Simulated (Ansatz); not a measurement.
## BaSn$_{5}$: experiment and calculation

**Measured values to compare with.**

“Physical properties of single crystalline BaSn5”, 2012, arxiv:1201.5861 reports, for a powder of BaSn5 at 300 K: lattice constant a 5.368 ± 0.004 Å; lattice constant c 7.097 ± 0.004 Å.

How close the calculation comes is told below.

Level of theory: DFT PBEsol, scalar-relativistic, plane waves, PAW in Ansatz.

Plane waves to 420 eV, a k mesh through Γ of 12×12×6 on the computed 6-atom cell and Gaussian smearing (0.10 eV); no spin polarisation.

Relaxed structure, symmetry kept:

```cif
data_structure
_symmetry_space_group_name_H-M 'P6/mmm'
_symmetry_Int_Tables_number 191
_cell_length_a 5.3343
_cell_length_b 5.3343
_cell_length_c 7.0571
_cell_angle_alpha 90.000
_cell_angle_beta 90.000
_cell_angle_gamma 120.000
_cell_volume 173.90
loop_
_atom_site_label
_atom_site_type_symbol
_atom_site_symmetry_multiplicity
_atom_site_Wyckoff_symbol
_atom_site_fract_x
_atom_site_fract_y
_atom_site_fract_z
_atom_site_occupancy
Ba1 Ba 1 b 0.00000 0.00000 0.50000 1
Sn1 Sn 4 h 0.66667 0.33333 0.78954 1
Sn2 Sn 1 a 0.00000 0.00000 0.00000 1
```

```
Space group                                                       : P6/mmm (No. 191)
Volume per atom                                                   : 28.98 Å³
Formation energy from the elements' standard states (uncorrected) : -0.356 eV/atom
Kohn–Sham band gap                                                : none (metal)
Density of states at the Fermi level                              : 2.73 states/eV per cell
Löwdin character within 0.5 eV of the Fermi level                 : Sn 5p 76 %, Sn 5s 14 %, unprojected 8 %
Bulk modulus                                                      : 41 GPa
Its pressure derivative                                           : 4.9
Bader charges (e)                                                 : Ba (1 in the cell) 1.10, Sn (4 in the cell) -0.24, Sn (1 in the cell) -0.13
```

Spin-orbit coupling is left out, which matters for the bands of heavy elements.

A measured lattice constant a of BaSn5 is 5.368 Å (300 K; powder; the paper above); the calculated 5.334 Å misses it by -0.6 %. 2 values of this kind are on record (5.368 to 5.37 Å); this one was drawn at random, those with a stated uncertainty first. Measured lattice constant c of BaSn5: 7.097 Å (300 K; powder; the paper above). This calculation gives 7.057 Å (-0.6 %). The calculation is for 0 K without zero-point motion.